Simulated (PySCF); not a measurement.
C4H7O2 (doublet state).
Cartesian coordinates in Å at the GFN2-xTB level; atoms count from 1:
```
atom  x, y, z in Å
C1    -1.1826    1.2864   -0.3585
C2    -0.1999    0.2138   -0.0601
C3    -0.6202   -1.1478    0.3422
O4     1.0935    0.5885   -0.1886
C5     2.1567   -0.1860    0.0205
O6     2.1833   -1.3460    0.3562
H7    -1.8528    0.9850   -1.1665
H8    -0.6634    2.1950   -0.6506
H9    -1.8042    1.4995    0.5144
H10   -0.2089   -1.4187    1.3169
H11   -1.7048   -1.1941    0.3851
H12   -0.2537   -1.9003   -0.3600
H13    3.0528    0.4252   -0.1684
```

The hyperfine couplings belong to this conformer and change with its torsions.

As a line formula: `C[C](C)OC=O` [radical].

Computed, not measured: UKS B3LYP, pcH-1 on C H O, non-relativistic, mean-field spin-orbit, GIAO (PySCF). The structure is a single GFN2-xTB conformer in the gas phase; no vibrational or solvent corrections. A GFN2-xTB geometry isn't a minimum of the functional, and hyperfine couplings can be far from their values at a DFT geometry. Stability of the SCF solution: not tested.

The largest Mulliken spin populations are on C2 (+0.87), O6 (+0.09), C1 (-0.08) and C3 (-0.07). No atom but C2 exceeds +0.15. The angles at C2 add up to 360.0°, so it is planar.

Question: How do the β-proton couplings of this frozen conformer go with θ, the angle between the C–H bond and the normal to the plane of the spin centre's three neighbours, both seen down the bond from centre to carbon?

Answer: 
| β H | on | centre | θ (°) | cos²θ | a (G) |
| --- | --- | --- | --- | --- | --- |
| H7 | C1 | C2 | 32 | 0.73 | +34.27 |
| H8 | C1 | C2 | 89 | 0.00 | +0.99 |
| H9 | C1 | C2 | 29 | 0.76 | +35.70 |
| H10 | C3 | C2 | 32 | 0.72 | +35.51 |
| H11 | C3 | C2 | 89 | 0.00 | +0.57 |
| H12 | C3 | C2 | 30 | 0.75 | +36.54 |

Fitting the Heller–McConnell form a = ρ(B0 + B2 cos²θ), with Mulliken ρ = 0.87, gives B0 = 0.9 G and B2 = 54.3 G, with a largest miss of 0.7 G. By this fit the coupling would be 47.8 G at θ = 0° and 0.8 G at 90°.

Question: What would the freely rotating methyl group on C1 show?

Answer: Three equal couplings, a 1:3:3:1 quartet. The mean of the three values of this geometry estimates the splitting: 23.7 G, or 66.3 MHz (three bonds 120° apart have a mean cos²θ of 1/2 at any torsion).

Couplings in gauss use g_iso = 2.0029.
